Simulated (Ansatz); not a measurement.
**MgH3+ (quintet): from Hartree-Fock to the top rungs, cc-pVTZ**

The task here is to estimate one member of a computed series from the others.

The runs use Ansatz 0.2.0, Gaussian basis; cc-pVTZ, core rule «outside noble gas», up to 5 orbitals frozen.

Plan: UHF; CCSD(T) on ROHF; CCSD(T) on UHF; BCCD(T) on ROHF; CCSDT(Q) on ROHF; CCSDT(Q) on UHF; Full CI.

23 further runs of the same task are left out: 10 for a known fault of the program, 3 that didn't finish, 10 set aside as unsound or not needed. Runs told in other sessions of the task aren't counted.

### The system

The geometry is a PBE0/def2-TZVP stationary point (not a proven minimum) of the parent state, kept for this charge and spin.

4 atoms, charge 1, spin multiplicity 5.

Atoms are counted from 1 here; the program's logs count them from 0.

Bond lengths: Mg1–H2 1.879 Å, Mg1–H3 1.879 Å, Mg1–H4 1.879 Å. Angles: H2–Mg1–H3 120.0°, H2–Mg1–H4 120.0°, H3–Mg1–H4 120.0°.

The first run:

in.yaml

```yaml
crystal:
  periodic: [false, false, false]
  atoms:
    - {symbol: Mg, position_ang: [0.000000, 0.000000, 0.000000]}
    - {symbol: H, position_ang: [1.878525, 0.015918, 0.006100]}
    - {symbol: H, position_ang: [-0.953042, 1.618899, -0.004800]}
    - {symbol: H, position_ang: [-0.925483, -1.634817, -0.001300]}
basis:
  gaussian: {orbitals: cc-pVTZ}
total_charge: 1
magnetization: {spin_polarized: true, initial_magnetization: 4}
hamiltonian: {xc: hf}
output: {orbitals: {seedname: orbitals}}
```

Launch:

```bash
$ ansatz run in.yaml --threads 1 --pin off --events-out ev --progress --plain --max-ram 2393MiB
```

Among the steps run: UHF; CCSD(T) on ROHF; CCSD(T) on UHF; BCCD(T) on ROHF; CCSDT(Q) on ROHF; CCSDT(Q) on UHF; Full CI.

One table of the session follows, with a row left open; its other results are not shown here.

It belongs to the step «Misses and costs». 

| method | from FCI (kcal/mol) |
| --- | --- |
| ROHF | +5.78 |
| UHF | +5.78 |
| RMP2 | +2.14 |
| UMP2 | ? |
| RCCSD | +0.04 |
| UCCSD | +0.03 |
| RCCSD(T) | +0.01 |
| UCCSD(T) | 0.00 |
| BCCD(T) | +0.01 |
| RCCSDT | 0.00 |
| UCCSDT | -0.01 |
| RCCSDT(Q) | 0.00 |
| UCCSDT(Q) | -0.01 |
| FCI | 0 |

**Question.** Estimate the row for UMP2.

**Answer.** from FCI (kcal/mol): +2.13. In the column «from FCI (kcal/mol)» it lies between RCCSD (+0.04) and RMP2 (+2.14).

Caveats from the session: Levels on UHF freeze UHF's core orbitals, full CI those of ROHF, so the U rows can settle a little off it for that reason alone. Restricted and unrestricted rows rest on different reference determinants; a gap between their highest levels can come from leftover correlation error, from unlike frozen cores or from another state.
